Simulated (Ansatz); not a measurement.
Basis-set extrapolation for C2H4OS, SMILES `COC=S` (PBE0-D4/def2-TZVP geometry, frozen core, Ansatz 0.2.0). Multiplicity 1, RHF reference.

|  | def2-TZVPP | def2-QZVPP |
| --- | --- | --- |
| HF | -550.498717 | -550.517194 |
| MP2 correlation | -0.738982 | -0.794149 |
| CCSD(T) correlation | -0.805471 | not run |

Energies in hartree. Use E(X) = E(∞) + A·exp(−7.88·√X) for Hartree–Fock and E(X) = E(∞) + B·X^(−2.97) for correlation, with X = 3 and 4, and add CCSD(T) minus MP2 of the smaller set to the MP2 limit.

**Question.** What is the CCSD(T) energy at the basis-set limit?

**Answer.** HF limit: -550.517194 + (-0.018477) × 0.13774 = -550.51974. MP2 limit: -0.794149 + (-0.055167) × 0.74074 = -0.83501. Higher-order term: -0.805471 − (-0.738982) = -0.06649. Total: -551.42124 hartree, 307.3 kJ/mol below CCSD(T)/def2-TZVPP.
